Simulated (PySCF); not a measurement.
## SiN: from constants to spectrum

PBE0 constants of SiN, ²Σ⁺ (doublet), unpaired electrons σ ↑ (Si def2-TZVP, N def2-TZVP; no relativity (PySCF 2.14); masses 27.9769 and 14.0031 u):

| Item | Value |
| --- | --- |
| ωe | 1197.3 cm⁻¹ |
| ωexe | 6.67 cm⁻¹ |
| Be | 0.7387 cm⁻¹ |
| αe | 0.00524 cm⁻¹ |
| De to Si + N | 4.45 eV |

**Question.** What force constant and bond length do these constants imply?

**Answer.** Reduced mass μred = 9.3321 u; k = 5.8918×10⁻⁷·μred·ωe² (u, cm⁻¹, mdyn/Å) = 7.88 mdyn/Å; Re = √(16.8576/(μred·Be)) (u, cm⁻¹, Å) = 1.564 Å.

**Question.** Estimate the centrifugal constant D from the Kratzer relation and find the Dunham coefficient a1.

**Answer.** D = 4Be³/ωe² = 1.12e-06 cm⁻¹; a1 = −1 − αeωe/(6Be²) = -2.92.

The state is the lowest determinant that a PBE0 search found; another state may lie lower at other levels.
